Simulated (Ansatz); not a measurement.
Isolated molecules relaxed with PBE0-D4/def2-TZVP in Ansatz; ΔE leaves out vibrations. CBS: MP2 limit from def2 TZ/QZ plus the TZ coupled-cluster correction, frozen cores. This one scheme is used for every species. Functionals use def2-TZVPP. Each species was taken in one conformer, which may not be the lowest.

Consider the substitution at a C–O bond: `C=C(O)CS` + H–F → `C=C(F)CS` + H₂O.

| level | ΔE (kJ/mol) |
| --- | --- |
| PBE | 10.6 |
| CCSD/def2-TZVPP | 13.5 |

Problem. What does CCSD(T)/CBS give? (Best estimate.)

Solution. The calculation gave: +15.1 kJ/mol. The listed levels differ from it by -4.5, -1.6 kJ/mol.

Largest T1 diagnostic among the species: 0.012.

The D4 term adds +4.0 kJ/mol with B3LYP and +2.2 kJ/mol with PBE0; it sums over pairs of atoms, weighted by their polarisabilities, and B3LYP, whose exchange is more repulsive, gets the larger term. In def2-TZVPP, CCSD(T) changes the Hartree–Fock value by +9.1 kJ/mol (the triples alone add +1.5 kJ/mol) and MP2 by +15.1 kJ/mol.

B3LYP here is the variant with VWN-RPA as its local correlation; programs differ in this.
